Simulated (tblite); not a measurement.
# C3H2ClF3: the cost of one run

Computed with tblite 0.8.0 and PySCF 2.14.0; each step states its level. No surroundings beyond the atoms listed, unless a continuum is named. Atoms count from 0, parts from 1.

### 1 Starting point

9 atoms, charge 0, multiplicity 1; geometry: rigid parts in contact. Parts: 1 = atoms 0–4, `FC(F)(F)Cl`, charge 0; 2 = atoms 5–8, `C#C`, charge 0.

### 2 Search for minima with GFN2-xTB

The job: settings as JSON, then the geometry in Å.

```
{"job": {"kind": "dock", "xc": "GFN2-xTB", "basis": "xTB"}, "charge": 0, "multiplicity": 1, "parts": [{"atoms": "0-4", "charge": 0, "multiplicity": 1}, {"atoms": "5-8", "charge": 0, "multiplicity": 1}]}
F     -0.745761    -0.397058    -1.053899
C     -0.071563     0.019737     0.004769
F     -0.185566     1.335417     0.075839
F     -0.631744    -0.502853     1.082790
Cl     1.634634    -0.455242    -0.109500
C     -0.667195     2.123664     3.153802
C     -0.136993     2.826843     2.347828
H     -1.133080     1.505369     3.862611
H      0.328949     3.445240     1.639131
```

Method: GFN2-xTB search for minima from random contacts, gas phase.

On the command line:

```
$ OMP_NUM_THREADS=1 python cluster_run.py task.json out
```

One launch serves the whole session: the jobs run in the order shown.

**Question.** How long does this first job take on 1 thread of Intel Xeon Platinum 8375C at 2.90GHz, shared host?

About 15 s.
